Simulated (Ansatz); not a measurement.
Born–Oppenheimer molecular dynamics of AlCl$_{2}$H (4 atoms, charge 0, multiplicity 1). It goes on from the last frame of an earlier run, with new velocities.

Method: Ansatz 0.2.0, RKS BLYP/def2-SVP.

| Quantity | Value |
| --- | --- |
| ensemble | NVT, Langevin thermostat |
| time step | 0.5 fs |
| steps asked | 250 |
| set temperature | 100 K |
| friction | 0.001 /fs |
| seed | 292491 |

First frame:

```xyz
4
Properties=species:S:1:pos:R:3
Al 0.007 -0.009 -0.001
Cl 0.045 0.002 2.134
Cl 1.869 0.002 -1.026
H -1.362 0.105 -0.748
```

Task: How far do the bonds stretch over the last three quarters of this one trajectory? (Pairs bonded in most of those frames.)

Result: 
| bond | mean (Å) | spread (Å) | shortest | longest |
| --- | --- | --- | --- | --- |
| Al1–Cl2 | 2.111 | 0.019 | 2.09 | 2.14 |
| Al1–Cl3 | 2.109 | 0.024 | 2.08 | 2.15 |
| Al1–H4 | 1.575 | 0.010 | 1.55 | 1.60 |

Mean temperature of the second half: 79 K. The mean temperature of the second half is 21 % below the set value. A run of 0.12 ps of so small a system gives no equilibrium averages.

Time of the run: 4.8 min on 1 thread of Arm Neoverse V1, on a shared host, peak memory 0.095 GiB.
